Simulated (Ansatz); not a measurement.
# CH4 (triplet): from Hartree-Fock to the top rungs at distance H1–H2 along a hydrogen transfer = 1.189 Å, 6-31G

How much of the correlation energy of CH4 (triplet) does each wave-function method recover here?

Program: Ansatz 0.2.0, Gaussian basis. Level of theory: 6-31G, core rule «outside noble gas», up to 1 orbitals frozen. These are calculated values, not measurements.

Plan: UHF; CCSD(T) on ROHF; CCSD(T) on UHF; BCCD(T) on ROHF; CISD; CCSDT(Q) on ROHF; CCSDT(Q) on UHF; CISDTQ; CCSDTQ on ROHF; CCSDTQ on UHF; CASSCF and MRCISD+Q, 4 electrons in 4 orbitals; CASSCF and NEVPT2, 4 electrons in 4 orbitals; CASSCF and MRCISD+Q, 8 electrons in 8 orbitals; CASSCF and NEVPT4(SD), 8 electrons in 8 orbitals; CASSCF and NEVPT2, 8 electrons in 8 orbitals; Full CI.

5 further runs of the same task are left out: 4 that didn't finish, 1 set aside as unsound or not needed.

### 1 What is computed

The geometry derives from fragments relaxed apart (PBE0/def2-TZVP) and kept rigid, so it is no stationary point. A hydrogen atom is moved between rigid fragments.

5 atoms, charge 0, spin multiplicity 3.

Atoms are counted from 1 here; the program's logs count them from 0.

Bond lengths: H2–C3 1.164 Å, C3–H4 1.079 Å, C3–H5 1.079 Å. Angles: H2–C3–H4 112.6°, H2–C3–H5 112.6°, H4–C3–H5 134.8°.

Coordinates:

```xyz
5
charge 0, multiplicity 3
H    -2.1841    0.0000    0.0000
H    -0.9951    0.0000    0.0000
C     0.1689    0.0000    0.0000
H     0.5834    0.0000    0.9962
H     0.5834    0.0000   -0.9962
```

### 2 UHF

Input file in.yaml:

```yaml
crystal:
  periodic: [false, false, false]
  atoms:
    - {symbol: H, position_ang: [-2.184110, 0.000000, 0.000000]}
    - {symbol: H, position_ang: [-0.995110, 0.000000, 0.000000]}
    - {symbol: C, position_ang: [0.168890, 0.000000, 0.000000]}
    - {symbol: H, position_ang: [0.583358, 0.000000, 0.996161]}
    - {symbol: H, position_ang: [0.583358, 0.000000, -0.996161]}
basis:
  gaussian: {orbitals: 6-31G}
magnetization: {spin_polarized: true, initial_magnetization: 2}
hamiltonian: {xc: hf}
output: {orbitals: {seedname: orbitals}}
```

Run with:

```bash
$ ansatz run in.yaml --threads 1 --pin off --events-out ev --progress --plain --max-ram 2393MiB
```

Further steps of the session: CCSD(T) on ROHF; CCSD(T) on UHF; BCCD(T) on ROHF; CISD; CCSDT(Q) on ROHF; CCSDT(Q) on UHF; CISDTQ; CCSDTQ on ROHF; CCSDTQ on UHF; CASSCF and MRCISD+Q, 4 electrons in 4 orbitals; CASSCF and NEVPT2, 4 electrons in 4 orbitals; CASSCF and MRCISD+Q, 8 electrons in 8 orbitals; CASSCF and NEVPT4(SD), 8 electrons in 8 orbitals; CASSCF and NEVPT2, 8 electrons in 8 orbitals; Full CI.

Before running them: what should the planned runs give, taken together? Wanted: FCI below the RHF energy; RMP2 from FCI; UMP2 from FCI; RCCSD from FCI; RCCSD(T) from FCI; UCCSD(T) from FCI; RCCSDT(Q) from FCI; UCCSDT(Q) from FCI; NEVPT2 pair from FCI.

The runs gave:

```
                         quantity                                                                                                                                                            value
         FCI below the RHF energy                                                                                                                                                       -2.9267 eV
                    RMP2 from FCI                                                                                                                                                     +60.5 kJ/mol
                    UMP2 from FCI                                                                                                                                                     +56.4 kJ/mol
                   RCCSD from FCI                                                                                                                                                      +4.2 kJ/mol
                RCCSD(T) from FCI                                                                                                                                                      +0.9 kJ/mol
                UCCSD(T) from FCI                                                                                                                                                      +0.9 kJ/mol
               RCCSDT(Q) from FCI                                                                                                                                                       0.0 kJ/mol
               UCCSDT(Q) from FCI                                                                                                                                                       0.0 kJ/mol
             NEVPT2 pair from FCI                                                                                                                                                     +46.3 kJ/mol
          NEVPT2 valence from FCI                                                                                                                                                     +23.3 kJ/mol
      NEVPT4(SD) valence from FCI                                                                                                                                                      +3.2 kJ/mol
levels within 1 kcal/mol (43 meV)  RCCSD, UCCSD, RCCSD(T), UCCSD(T), BCCD(T), RCCSDT, UCCSDT, CISDTQ, RCCSDT(Q), UCCSDT(Q), RCCSDTQ, UCCSDTQ, NEVPT4(SD) valence, MRCISD valence, MRCISD+Q valence
                    T1 diagnostic                                                                                                                                                            0.025
   effectively unpaired electrons                                                                                                                                                             2.02
```

**Reading.** RCCSD(T) misses by +0.9 kJ/mol, 0.3 % of the correlation energy. One determinant dominates. Of the multireference levels listed MRCISD+Q valence comes nearest in total energy (+0.8 kJ/mol), which doesn't show that its space is the better one. These misses are within one basis, not against nature; the frozen cores of restricted and unrestricted runs differ, which can shift their rows.
